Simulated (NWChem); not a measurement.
**C2H2F2 (SMILES C=C(F)F) at 4 levels**

We compute a comparison of 4 runs (HF/STO-3G, HF/3-21G, B3LYP/6-31G*) of C2H2F2. 

The results are computed with NWChem 7.3.0.

### Step 1. The system as given

C2H2F2: 6 atoms, total charge 0, spin state singlet. SMILES: `C=C(F)F`. The coordinates come from a PBE0-D4/def2-TZVP relaxation.

Bond lengths: C1–C2 1.315 Å, C2–F3 1.313 Å, C2–F4 1.313 Å, C1–H5 1.079 Å, C1–H6 1.079 Å. Angles: C1–C2–F3 125.2°, C1–C2–F4 125.2°, F3–C2–F4 109.6°, C2–C1–H5 119.7°, C2–C1–H6 119.7°, H5–C1–H6 120.6°.

### Step 2. Energy and forces at HF/STO-3G (run 1)

sp.nw

```
start sp
memory 2200 mb
geometry units angstrom noautosym nocenter noautoz
  C       -0.115900       0.471000      -0.544400
  C        0.105000      -0.394600       0.420100
  F       -0.454900      -0.363600       1.607600
  F        0.919200      -1.422100       0.343000
  H        0.394200       0.360600      -1.488400
  H       -0.805600       1.284800      -0.384200
end
basis spherical bse
  * library STO-3G
end
scf
  thresh 1e-08
  maxiter 80
  print medium
end
task scf gradient
```

On the command line:

```bash
$ nwchem sp.nw > sp.out
```

The program printed:

```text
[...]
  functions       =    22
[...]
  wavefunction    = RHF
[...]
         Total SCF energy =   -271.997338883970
      One-electron energy =   -613.865097556201
      Two-electron energy =    223.614558479707
 Nuclear repulsion energy =    118.253200192523
        Time for solution =      0.5s
[...]
                         RHF ENERGY GRADIENTS
    atom               coordinates                        gradient
                 x          y          z           x          y          z
   1 C      -0.219019   0.890061  -1.028767    0.000654  -0.002481   0.002737
   2 C       0.198421  -0.745686   0.793874    0.006919  -0.027118   0.030218
   3 F      -0.859636  -0.687104   3.037923    0.023091  -0.004988  -0.042744
   4 F       1.737036  -2.687379   0.648176   -0.031216   0.036840   0.007244
   5 H       0.744930   0.681435  -2.812668    0.002704  -0.003002  -0.000952
   6 H      -1.522363   2.427920  -0.726033   -0.002152   0.000750   0.003497
[...]
```

Run time: 1.2 s. Hardware: 1 thread of Intel Xeon Platinum 8488C (Sapphire Rapids), shared host; peak memory 0.097 GiB.

### Step 3. Energy and gradient at HF/3-21G (run 2)

mymol.nw

```
start mymol
memory total 2200 mb

geometry noautosym nocenter noautoz
C       -0.115900       0.471000      -0.544400
C        0.105000      -0.394600       0.420100
F       -0.454900      -0.363600       1.607600
F        0.919200      -1.422100       0.343000
H        0.394200       0.360600      -1.488400
H       -0.805600       1.284800      -0.384200
end

basis spherical bse
C library 3-21G
F library 3-21G
H library 3-21G
end

scf
thresh 1e-08
maxiter 80
print low
end

task scf gradient
```

On the command line:

```bash
$ nwchem mymol.nw > mymol.out
```

The program printed:

```text
[...]
  functions       =    40
[...]
  wavefunction    = RHF
[...]
         Total SCF energy =   -274.246003084758
      One-electron energy =   -613.986388624950
      Two-electron energy =    221.487185347669
 Nuclear repulsion energy =    118.253200192523
        Time for solution =      0.6s
[...]
                         RHF ENERGY GRADIENTS
    atom               coordinates                        gradient
                 x          y          z           x          y          z
   1 C      -0.219019   0.890061  -1.028767   -0.002192   0.008657  -0.009663
   2 C       0.198421  -0.745686   0.793874    0.007725  -0.030278   0.033736
   3 F      -0.859636  -0.687104   3.037923    0.010184  -0.001355  -0.020270
   4 F       1.737036  -2.687379   0.648176   -0.014301   0.017500   0.002273
   5 H       0.744930   0.681435  -2.812668    0.004735  -0.001459  -0.008040
   6 H      -1.522363   2.427920  -0.726033   -0.006152   0.006935   0.001964
 Task  times  cpu:        0.8s     wall:        0.8s
 Total times  cpu:        0.8s     wall:        0.8s
```

Run time: 1.4 s. Hardware: 1 thread of Intel Xeon Platinum 8488C (Sapphire Rapids), shared host; peak memory 0.097 GiB.

Run 3 isn't shown in full; the table further down has it.

### Step 4. Energy and gradient at B3LYP/6-31G(d) (Cartesian functions) (run 4)

run.nw

```
start run
title "C2H2F2"
memory total 2200 mb
charge 0

geometry units angstroms noautosym nocenter noautoz
 C     -0.115900     0.471000    -0.544400
 C      0.105000    -0.394600     0.420100
 F     -0.454900    -0.363600     1.607600
 F      0.919200    -1.422100     0.343000
 H      0.394200     0.360600    -1.488400
 H     -0.805600     1.284800    -0.384200
end

basis cartesian
 * library 6-31G*
end

dft
 xc b3lyp
 grid xfine
 convergence energy 1e-08
 maxiter 100
 mulliken
 print medium
end

task dft gradient
```

On the command line:

```bash
$ nwchem run.nw > run.out
```

The program printed:

```text
[...]
          Wavefunction type:  closed shell.
          No. of atoms     :     6
          No. of electrons :    32
[...]
          Charge           :     0
          Spin multiplicity:     1
[...]
          AO basis - number of functions:    64
[...]
              XC Information
              --------------
                         B3LYP Method XC Potential
                     Hartree-Fock (Exact) Exchange  0.200
                        Slater Exchange Functional  0.800 local
                    Becke 1988 Exchange Functional  0.720 non-local
              Lee-Yang-Parr Correlation Functional  0.810
                  VWN I RPA Correlation Functional  0.190 local
[...]
 d= 0,ls=0.0,diis     1   -276.9493600251 -3.95D+02  1.93D-02  1.03D+00     1.7
[...]
 d= 0,ls=0.0,diis    10   -277.0582649358 -8.31D-10  3.57D-07  8.49D-10    14.1
         Total DFT energy =     -277.058264935815
      One electron energy =     -616.636891198141
           Coulomb energy =      253.852583458752
    Exchange-Corr. energy =      -32.527157388949
 Nuclear repulsion energy =      118.253200192523
[...]
  wavefunction    = closed shell
                         DFT ENERGY GRADIENTS
    atom               coordinates                        gradient
                 x          y          z           x          y          z
   1 C      -0.219019   0.890061  -1.028767    0.001370  -0.005313   0.005899
   2 C       0.198421  -0.745686   0.793874    0.000302  -0.001186   0.001320
   3 F      -0.859636  -0.687104   3.037923    0.006367  -0.001382  -0.011776
   4 F       1.737036  -2.687379   0.648176   -0.008601   0.010144   0.002007
   5 H       0.744930   0.681435  -2.812668   -0.000409  -0.000605   0.001918
   6 H      -1.522363   2.427920  -0.726033    0.000970  -0.001659   0.000633
[...]
```

Run time: 17 s. Hardware: 1 thread of Intel Xeon Platinum 8488C (Sapphire Rapids), shared host; peak memory 0.13 GiB.

### Step 5. The series

```
run                               level  iteration cap  module  energy (Eh)  dipole moment (D)  HOMO energy (eV)  LUMO energy (eV)  wall time
  1                           HF/STO-3G             80     scf  -271.997339               0.61             -8.19              8.66      1.2 s
  2                            HF/3-21G             80     scf  -274.246003                  –                 –                 –      1.4 s
  3  B3LYP/6-31G* (spherical functions)            100     dft  -277.054944               0.95             -7.09              0.89       14 s
  4  B3LYP/6-31G* (Cartesian functions)            100     dft  -277.058265               0.95             -7.10              0.89       17 s
```

### Step 6. Outcome

```
                       quantity          value
            run 4: total energy  -277.05826 Eh
           run 4: dipole moment         0.95 D
             run 4: HOMO energy       -7.10 eV
             run 4: LUMO energy        0.89 eV
           run 4: HOMO–LUMO gap        7.99 eV
run 4: largest force on an atom     0.692 eV/Å
```

Over runs 1, 3, 4 the dipole moment (its size) runs from 0.61 D (HF/STO-3G) to 0.95 D (B3LYP/6-31G*). The two ends differ in method and basis. Over runs 1, 3, 4 the HOMO–LUMO gap runs from 7.99 eV (B3LYP/6-31G*) to 16.85 eV (HF/STO-3G). In run 1 the basis is minimal, so the values are rough. All runs together took 34 s, the longest 17 s.
